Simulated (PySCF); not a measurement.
Atoms are numbered as in `[CH2:1]=[CH:2][C@H:3]([CH3:4])[F:5]`. Each H is labelled by its parent atom. Ha(C1) is cis to C3; Hb(C1) is trans to C3.

GIAO PBE0/pcSseg-1 shifts (PySCF, gas phase, non-relativistic, equivalent atoms averaged), each against references optimised in the same way as the molecule (TMS, CFCl3).

On the GFN2-xTB geometry: C2 147.2, C1 119.0, C3 93.0, C4 24.6, F5 -218.0, H(C2) 6.05, Ha(C1) 5.86, Hb(C1) 5.54, H(C3) 5.37, H(C4) 1.39 ppm.

Q: What changes on the GFN2-xTB geometry?

A: 
```
 atoms  δ (ppm)  change
    C2    147.2    +0.0
    C1    119.0    +0.0
    C3     93.0    +0.0
    C4     24.6    +0.0
    F5   -218.0    +0.0
 H(C2)     6.05   +0.00
Ha(C1)     5.86   +0.00
Hb(C1)     5.54   +0.00
 H(C3)     5.37   +0.00
 H(C4)     1.39   +0.00
```

Unscaled 19F shifts against computed CFCl3 carry errors that often reach 10 to 50 ppm.

Bonds between heavy atoms that differ most (equivalent bonds averaged): C1–C2 1.319 → 1.319 Å. Mean change of bonds to hydrogen: C–H +0.000 Å.
